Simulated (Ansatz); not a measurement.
# Telling isomers of CH2B2 apart by their spectra

These gas-phase data were calculated for one isomer of CH2B2 at PBE0-D3(BJ)/def2-SVP (harmonic, unscaled wavenumbers; equilibrium rotational constants with average atomic masses):

```
rotational constants            : 9.458 GHz
all wavenumbers above 1500 cm⁻¹ : 2851, 2833, 1946
dipole moment                   : 0.00 D (PBE0/def2-TZVPD)
```

Candidates:

(1) `B=C=B`, a singlet
(2) `B1=CB1`, a singlet

Task: Which candidate do the data belong to?

Result: Candidate (1). 2 modes lie between 2350 and 2900 cm⁻¹, one for each B–H bond, while (2) has 1.

The same quantities for all candidates:

```tsv
	rotational constants (GHz)	wavenumbers above 1500 cm⁻¹	dipole (D)	E above the lowest, PBE0-D3(BJ)/def2-SVP (kcal/mol)
(1)	9.458	2851, 2833, 1946	0.00	0.0
(2)	38.07, 25.23, 15.18	3308, 2753, 1571	1.00	20.6
```

Each candidate is one conformer. Programs: Ansatz 0.2.0.
